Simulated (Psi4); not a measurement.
# BCl2 (SMILES Cl[B]Cl), step by step

Aim: a structure relaxation (UB3LYP-D3(BJ)/def2-SVP), then the harmonic vibrations, then a single-point energy (UMP2/cc-pVTZ) of BCl2. 

Program for the calculation: Psi4 1.11.

## 1. The system as given

BCl2: 3 atoms, total charge 0, spin state doublet. As SMILES, `Cl[B]Cl`. Geometry: relaxed at PBE0-D4/def2-TZVP. The run starts from this shape.

Bond lengths: Cl1–B2 1.720 Å, B2–Cl3 1.720 Å. Angles: Cl1–B2–Cl3 125.4°.

## 2. A structure relaxation at UB3LYP-D3(BJ)/def2-SVP (density fitting) (run 1)

calc.inp

```
memory 1600 mb

molecule geom {
  0 2
  Cl
  B 1 R2
  Cl 2 R3 1 A3

  R2 = 1.71951
  R3 = 1.719563
  A3 = 125.40165
}

set basis def2-SVP
set reference uks
set geom_maxiter 60

e, wfn = optimize("b3lyp-d3bj", return_wfn=True)
print_variables()
```

Started as:

```
$ psi4 -i calc.inp -o calc.out -n 1
```

calc.out:

```text
Psi4 1.11 release

gradient() will perform analytic gradient computation.

   => Loading Basis Set <=

    Name: DEF2-SVP
    Role: ORBITAL
    Keyword: BASIS

   => B3LYP-D3(BJ): Empirical Dispersion <=

        s6 =       1.000000
        s8 =       1.988900
        a1 =       0.398100
        a2 =       4.421100

[... 185 lines left out ...]
   @S   Expected:                5.000000000E-01
[... 339 lines left out ...]
  Energy and wave function converged.
[... 244 lines left out ...]
   @DF-UKS iter   7:  -944.97810397891237   -8.75389e-11   4.34758e-08 DIIS
[... 244 lines left out ...]
   @DF-UKS iter   4:  -944.97810423691510   -1.82126e-09   4.32048e-07 DIIS
[... 252 lines left out ...]
  "SCF DIPOLE"                                =>       0.163906052066 ... 0.000000000000 1 by 3
[... 3 lines left out ...]
    Psi4 run time: 0:00:18.53

[set-up sections that repeat, and orbital energies of the middle runs, are left out above]
```

The script printed:

```text
Optimizer: Optimization complete!
```

Run time: 21 s. Hardware: 1 thread of Intel Xeon Platinum 8259CL at 2.50GHz (Skylake/Cascade Lake), shared host; peak memory 0.32 GiB.

Steps, from the record of the run:

| step | energy from the first frame kept (eV) | largest force (eV/Å) |
| --- | --- | --- |
| 0 | 0.0000 | 0.4217 |
| 1 | -0.0063 | 0.1026 |
| 2 | -0.0066 | 0.0113 |
| 3 | -0.0066 | 0.0012 |

After the run. Bond lengths: Cl1–B2 1.736 Å, B2–Cl3 1.736 Å. Angles: Cl1–B2–Cl3 124.9°.

## 3. Vibrational wavenumbers at UB3LYP-D3(BJ)/def2-SVP (density fitting) (run 2)

input.dat

```
memory 1.6 GB

molecule system {
  0 2
  Cl     0.368894    -1.537320     0.027273
  B     -0.474333    -0.048198    -0.262315
  Cl     0.087391     1.522159     0.218131
  units angstrom
  symmetry c1
}

set globals {
  basis                      def2-SVP
  reference                  uks
  t                          400.0
  rotational_symmetry_number 2
}

E, wfn = freq("b3lyp-d3bj", return_wfn=True)
print_variables()
```

Started as:

```
$ psi4 -i input.dat -o output.dat -n 1
```

output.dat:

```text
Psi4 1.11 release

         ----------------------------------------------------------
                                   FINDIF
         ----------------------------------------------------------

[... 512 lines left out ...]
    DFT Exchange-Correlation Energy =     -48.7746910695221771
[... 561 lines left out ...]
    One-Electron Energy =               -1505.0541856550416924
[... 551 lines left out ...]
   @S   Observed:                5.000000000E-01
[... 585 lines left out ...]
  Energy and wave function converged.
[... 686 lines left out ...]
  "SCF DIPOLE"                                =>       0.184588797719 ... 0.000000000000 1 by 3
[... 3 lines left out ...]
    Psi4 run time: 0:00:50.29

[set-up sections that repeat, and orbital energies of the middle runs, are left out above]
```

Standard output:

```text
Warning: used thermodynamics relations inappropriate for low-frequency modes: ['284.8231']
```

It took 52 s on 1 thread of Intel Xeon Platinum 8259CL at 2.50GHz (Skylake/Cascade Lake), shared host; peak memory 0.32 GiB.

## 4. A single-point energy at UMP2/cc-pVTZ (density fitting, density fitting for correlation) (run 3)

calc.inp

```
memory 1.6 GB

molecule mol {
  0 2
  Cl     0.368894    -1.537320     0.027273
  B     -0.474333    -0.048198    -0.262315
  Cl     0.087391     1.522159     0.218131
}

set basis cc-pVTZ
set reference uhf
set freeze_core true

energy_value = energy("mp2")
```

Started as:

```
$ psi4 -n 1 calc.inp calc.out
```

calc.out:

```text
Psi4 1.11 release

    SCF Algorithm Type (re)set to DF.

   => Loading Basis Set <=

    Name: CC-PVTZ
    Role: ORBITAL
    Keyword: BASIS

         ---------------------------------------------------------
                                   SCF
                              UHF Reference
                        1 Threads,   1525 MiB Core
         ---------------------------------------------------------

  ==> Geometry <==

    Molecular point group: cs
    Full point group: Cs

[... 97 lines left out ...]
   @DF-UHF iter   2:  -943.74410835035565   -2.13540e-02   1.08866e-03 DIIS/ADIIS
[... 8 lines left out ...]
   @DF-UHF iter  11:  -943.74989801106699   -3.58796e-10   5.08136e-08 DIIS
[... 52 lines left out ...]
    Final Occupation by Irrep:
[... 74 lines left out ...]
	 Reference Energy          =    -943.7498980110966613 [Eh]
[... 13 lines left out ...]
	 SCS Total Energy          =    -944.1842903035824293 [Eh]
[... 2 lines left out ...]
	total time  =          0 seconds =       0.00 minutes

    Psi4 run time: 0:00:03.05
```

Run time: 4.5 s. Hardware: 1 thread of Intel Xeon Platinum 8259CL at 2.50GHz (Skylake/Cascade Lake), shared host; peak memory 0.3 GiB.

## 5. Outcome

| quantity | value |
| --- | --- |
| run 1, UB3LYP-D3(BJ)/def2-SVP: total energy at the end | -944.97810 Eh |
| run 1, UB3LYP-D3(BJ)/def2-SVP: dipole moment | 0.47 D |
| run 1, UB3LYP-D3(BJ)/def2-SVP: HOMO energy (highest over α and β) | -5.99 eV |
| run 1, UB3LYP-D3(BJ)/def2-SVP: LUMO energy (lowest over α and β) | -2.20 eV |
| run 1, UB3LYP-D3(BJ)/def2-SVP: dispersion energy | -12.61 kJ/mol |
| run 1, UB3LYP-D3(BJ)/def2-SVP: ⟨S²⟩ | 0.752 |
| run 2, UB3LYP-D3(BJ)/def2-SVP: lowest harmonic wavenumber | 285 cm⁻¹ |
| run 2, UB3LYP-D3(BJ)/def2-SVP: highest harmonic wavenumber | 983 cm⁻¹ |
| run 2, UB3LYP-D3(BJ)/def2-SVP: zero-point energy | 11.8 kJ/mol |
| run 2, UB3LYP-D3(BJ)/def2-SVP: ideal-gas entropy at 400 K (symmetry number 2 as used) | 67.9 cal/(mol K) |
| run 3, UMP2/cc-pVTZ: total energy | -944.19497 Eh |
| run 3, UMP2/cc-pVTZ: HOMO energy (Hartree–Fock orbitals) (highest over α and β) | -10.00 eV |
| run 3, UMP2/cc-pVTZ: LUMO energy (Hartree–Fock orbitals) (lowest over α and β) | 1.62 eV |
| run 3, UMP2/cc-pVTZ: correlation energy (11 core orbitals frozen) | -445.1 mEh |
| run 3, UMP2/cc-pVTZ: ⟨S²⟩ | 0.756 |

The optimisation (run 1, UB3LYP-D3(BJ)/def2-SVP) took 4 steps and changed the energy by -0.007 eV. All 3 modes are real, so the shape is a minimum at this level.
